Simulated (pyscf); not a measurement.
## Concerted two-bond exchange: HO–GeH•–F + hydrogen (H₂) → F–GeH₂• + water (H₂O)

Gas phase, doublet surface, charge 0. Bonds broken: Ge1–O5, H3–H6. Bonds formed: Ge1–H3, O5–H6. Optimised with ωB97X-D3(BJ)/def2-SVP in PySCF.

Transition state (Å):

```xyz
7

Ge     1.0271    -0.5372     0.0591
F      1.3220     0.7605    -1.0999
H      1.0987    -1.3525     1.8545
H     -0.3342    -1.1389    -0.4029
O      0.4543     0.6512     1.5048
H      0.6404    -0.4141     2.0445
H     -0.4247     1.0567     1.4638
```

One imaginary mode, 1458i cm⁻¹; descent along it reached the two sides named, in the forms told below.

| bond | change | reactant side (Å) | saddle | product side |
|---|---|---|---|---|
| Ge1–O5 | breaks | 1.776 | 1.957 | 2.9 |
| H3–H6 | breaks | 0.761 | 1.061 | 3.7 |
| Ge1–H3 | forms | 3.6 | 1.973 | 1.544 |
| O5–H6 | forms | 2.508 | 1.209 | 0.964 |

Electronic energies relative to the separated reactants (kJ/mol):

| level | barrier | reaction energy | reverse barrier |
|---|---|---|---|
| ωB97X-D3(BJ)/def2-TZVP | 158.2 | +35.6 | 122.5 |
| PBE/def2-TZVP | 130.2 | +36.4 | 93.8 |
| r²SCAN/def2-TZVP | 144.4 | +41.0 | 103.4 |
| B3LYP-D3(BJ)/def2-TZVP | 152.1 | +36.7 | 115.4 |
| PBE0-D3(BJ)/def2-TZVP | 141.7 | +28.8 | 112.8 |
| M06-2X/def2-TZVP | 166.7 | +47.3 | 119.4 |
| ωB97M-D3(BJ)/def2-TZVP | 155.6 | +30.4 | 125.2 |
| HF/def2-TZVP | 224.6 | +17.9 | 206.8 |

With ωB97M-D3(BJ)/def2-TZVP energies and thermal terms (ideal gas, 1 atm, RRHO with modes under 100 cm⁻¹ raised to 100, one conformer, R ln 2 for chiral ones without a mode under 150 cm⁻¹), in kJ/mol:

```csv
T (K),ΔH‡,ΔG‡,ΔH,ΔG
298,156.7,193.6,+41.8,+35.9
600,153.0,232.8,+37.1,+31.7
900,152.3,272.9,+33.2,+29.9
1200,153.2,313.0,+30.2,+29.3
```

On the product side the descent ends in a complex (not fully relaxed), 21.1 kJ/mol under the separated species and 143.6 kJ/mol under the saddle at ωB97X-D3(BJ)/def2-TZVP. At the saddle there is also a short Ge–H contact that neither side keeps. This saddle turned up in a search for another step; its sides and bond changes are read from the two ends of the descent. One saddle was located; it need not be the lowest between these sides. Elements up to Kr have no core potential and no relativistic terms here.
